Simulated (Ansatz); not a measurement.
Two shapes of singlet H₄O₂.

Shape 1:

```xyz
6

O    -0.0012    0.0007   -0.0007
H    -0.2417    0.9291   -0.0023
H     0.9665   -0.0005    0.0016
O     2.9347   -0.0023    0.0043
H     3.4757    0.1958    0.7604
H     3.4797    0.1991   -0.7656
```

Shape 2:

```xyz
6

O     0.1737   -0.1690    0.0800
H    -0.3706    0.9150   -0.0786
H     1.0248    0.1077    0.0365
O     2.8390    0.0840    0.0705
H     3.4554    0.0450    0.9136
H     3.3173    0.0960   -0.5980
```

Basis set: cc-pVDZ (spherical functions). Left uncorrelated: 2 orbitals. Charge 0, multiplicity 1.

Computed with Ansatz (development build ahead of 0.2.0); each method stands on the lowest determinant of its kind that the runs found.

**Question.** Which shape is lower in energy, and by how much in each method?

**Answer.**

```tsv
method	E(2) − E(1) (eV)
RHF	2.344
RHF-MP2	2.195
```

Shape 1 is lower. Caution: no unrestricted run beside it, a lower state can exist.
